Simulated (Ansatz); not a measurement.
Ideal-gas functions of H$_{5}$NSSi (`N[SiH2]S`) at 800 K and 1 bar, from an Ansatz frequency run at PBE0-D4/def2-TZVP.

Molar mass 79.2 g/mol, point group C1 (symmetry number 1), electronic degeneracy 1, moments of inertia 29.246, 134.266, 154.252 u Å². Harmonic wavenumbers (cm⁻¹, unscaled): 104, 147, 253, 357, 500, 535, 708, 740, 863, 885, 916, 956, 1580, 2223, 2233, 2713, 3617, 3715.

Use S(trans) = R[1.5 ln M + 2.5 ln T − 1.1517]; rotational temperatures θ = 24.2544 K / I; S(rot) = R[ln(√π/σ · √(T³/θAθBθC)) + 1.5]; for each mode x = 1.438777 ν̃/T, S = R[x/(eˣ − 1) − ln(1 − e⁻ˣ)] and H = RT x/(eˣ − 1); 1 cm⁻¹ = 0.0119627 kJ/mol; R = 8.31446 J/(mol·K).

**Question.** By hand: the entropy, in J/(mol·K).

**Answer.** Translation 183.9. Rotation: θ = 0.8293, 0.1806, 0.1572 K, giving 116.2. Vibration, mode by mode: 22.27, 19.40, 14.93, 12.14, 9.47, 8.95, 6.85, 6.53, 5.45, 5.28, 5.04, 4.76, 1.96, 0.78, 0.76, 0.37, 0.09, 0.08, in all 125.1. Electronic 0.0. Sum 425.2 J/(mol·K).

**Question.** By hand: H − E and G − E in kJ/mol, counted from the electronic energy.

**Answer.** Zero-point energy ½ × 23045 × 0.0119627 = 137.8; thermal vibration 49.5; translation, rotation and pV give 4 RT = 26.6. H − E = 213.9 kJ/mol, and G − E = 213.9 − 800 × 425.2/1000 = -126.3 kJ/mol.

Vibration gives 29 % of the entropy, 41.7 J/(mol·K) of it from the modes under 150 cm⁻¹: soft modes count most, and the harmonic formula is weakest for them. The sum counts one conformer and one mirror image; others add a mixing term.
